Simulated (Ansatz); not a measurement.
Basis-set series for `F[CH2][AlH2]`. Charge 0, multiplicity 1. All single points use the PBE0-D4/def2-TZVP geometry.

```tsv
functional	basis	functions	energy (Eh)	HOMO (eV)	LUMO (eV)
PBE0-D4	def2-TZVPP	160	-382.55124	-7.84	-1.60
PBE0-D4	def2-QZVPP	304	-382.56679	-7.87	-1.63
ωB97M-V	def2-TZVPP	160	-382.74136	-10.12	-0.01
ωB97M-V	def2-QZVPP	304	-382.75645	-10.15	-0.17
```

Q: Give the rows for def2-SVP. (An estimate is asked.)

A: Computed: 
```csv
functional,basis,functions,energy (Eh),HOMO (eV),LUMO (eV)
PBE0-D4,def2-SVP,66,-382.29509,-7.71,-1.58
ωB97M-V,def2-SVP,66,-382.47963,-9.97,0.10
```
